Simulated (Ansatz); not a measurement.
**SiH4 (singlet): from Hartree-Fock to the top rungs at scale of all distances = 1.000, cc-pVDZ**

The task here is to estimate one member of a computed series from the others.

Computed with Ansatz 0.2.0, Gaussian basis. Level: cc-pVDZ, core rule «outside noble gas», up to 5 orbitals frozen.

Plan: UHF; CCSD(T) on RHF; BCCD(T) on RHF; CISD; CCSDT(Q) on RHF; CASSCF and MRCISD+Q, 2 electrons in 2 orbitals; CASSCF and NEVPT2, 2 electrons in 2 orbitals; CASSCF and MRCISD+Q, 8 electrons in 8 orbitals; CASSCF and NEVPT4(SD), 8 electrons in 8 orbitals; CASSCF and NEVPT2, 8 electrons in 8 orbitals.

17 further runs of the same task are left out: 1 for a known fault of the program, 12 that didn't finish, 4 set aside as unsound or not needed.

## What is computed

The geometry derives from a PBE0/def2-TZVP stationary point (not a proven minimum). All distances are scaled together.

5 atoms, charge 0, spin multiplicity 1.

Atoms are counted from 1 here; the program's logs count them from 0.

Bond lengths: Si1–H2 1.485 Å, Si1–H3 1.485 Å, Si1–H4 1.485 Å, Si1–H5 1.485 Å. Angles: H2–Si1–H3 109.5°, H2–Si1–H4 109.5°, H2–Si1–H5 109.5°, H3–Si1–H4 109.5°, H3–Si1–H5 109.5°, H4–Si1–H5 109.5°.

Set-up of the first run:

in.yaml reads:

```yaml
crystal:
  periodic: [false, false, false]
  atoms:
    - {symbol: Si, position_ang: [0.000000, 0.000000, 0.000000]}
    - {symbol: H, position_ang: [0.855850, 0.858745, 0.856831]}
    - {symbol: H, position_ang: [-0.859551, -0.854424, 0.857445]}
    - {symbol: H, position_ang: [-0.854730, 0.855535, -0.861149]}
    - {symbol: H, position_ang: [0.858431, -0.859856, -0.853127]}
basis:
  gaussian: {orbitals: cc-pVDZ}
magnetization: {spin_polarized: true, initial_magnetization: 0}
hamiltonian: {xc: hf}
output: {orbitals: {seedname: orbitals}}
```

Run with:

```bash
> ansatz run in.yaml --threads 1 --pin off --events-out ev --progress --plain --max-ram 2393MiB
```

Among the steps run: UHF; CCSD(T) on RHF; BCCD(T) on RHF; CISD; CCSDT(Q) on RHF; CASSCF and MRCISD+Q, 2 electrons in 2 orbitals; CASSCF and NEVPT2, 2 electrons in 2 orbitals; CASSCF and MRCISD+Q, 8 electrons in 8 orbitals; CASSCF and NEVPT4(SD), 8 electrons in 8 orbitals; CASSCF and NEVPT2, 8 electrons in 8 orbitals.

One table of the session follows, with a row left open; its other results are not shown here.

It belongs to the step «Misses and costs». 

| method | from RCCSDT(Q) (meV) |
| --- | --- |
| RHF | +4095.1 |
| RMP2 | +927.7 |
| CISD | ? |
| RCCSD | +84.2 |
| RCCSD(T) | +17.6 |
| BCCD(T) | +17.4 |
| RCCSDT | +1.6 |
| RCCSDT(Q) | 0 |
| CASSCF pair | +3733.4 |
| NEVPT2 pair | +936.6 |
| MRCISD pair | +229.4 |
| MRCISD+Q pair | -13.7 |
| CASSCF valence | +2584.5 |
| NEVPT2 valence | +851.0 |
| NEVPT4(SD) valence | +138.9 |
| MRCISD valence | +124.1 |
| MRCISD+Q valence | +10.7 |

**Question.** Estimate the row for CISD.

**Answer.** from RCCSDT(Q) (meV): +276.2. In the column «from RCCSDT(Q) (meV)» it lies between MRCISD pair (+229.4) and NEVPT2 valence (+851.0).
